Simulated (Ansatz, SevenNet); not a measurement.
# 1T (CdI2-type) PbI₂: properties by level of theory

Reference values: lattice constant a 4.558 Å (measured, temperature not stated, not corrected to a static lattice; as tabulated in Palosz (1990), doi:10.1088/0953-8984/2/24/001); lattice parameter c 6.986 ± 0.003 Å (measured, temperature not stated, not corrected to a static lattice; as tabulated in Palosz (1990), doi:10.1088/0953-8984/2/24/001).

```csv
level (code),equilibrium lattice constant a (Å),lattice parameter c (Å)
SevenNet-0,4.677,7.977
LDA (Ansatz),4.469,6.787
PBEsol (Ansatz),4.545,7.070
HSE06-D3(BJ) (Ansatz),4.514,6.835
PBE0-D4 (Ansatz),4.540,6.918
```

Differences from the reference values (errors of the level alone only where the reference is corrected to a static lattice):

```json
[
 {"level": "SevenNet-0", "lattice constant a (%)": "+2.61", "lattice parameter c (%)": "+14.2"},
 {"level": "LDA", "lattice constant a (%)": "-1.95", "lattice parameter c (%)": "-2.85"},
 {"level": "PBEsol", "lattice constant a (%)": "-0.29", "lattice parameter c (%)": "+1.20"},
 {"level": "HSE06-D3(BJ)", "lattice constant a (%)": "-0.97", "lattice parameter c (%)": "-2.16"},
 {"level": "PBE0-D4", "lattice constant a (%)": "-0.39", "lattice parameter c (%)": "-0.97"}
]
```

Nearest: lattice constant a, not ranked (reference at room or unstated temperature); lattice parameter c, not ranked (reference at room or unstated temperature).

Machine-learned potentials (SevenNet-0) are trained on DFT data: a solid inside that data is no test of them.

Caveats: LDA has no dispersion term either, though it tends to give short spacings of layers, chains or molecules (LDA); the cell comes from a level without a dispersion term, which matters for the spacing of layers, chains or molecules (PBEsol). Ansatz's density-functional and Hartree–Fock values are scalar-relativistic unless marked +SOC, with PAW data made under PBE.

Differences are worked out from the printed values.

The computed numbers hold no vibrational or temperature effects.

Ansatz is a quantum-chemistry and plane-wave program.
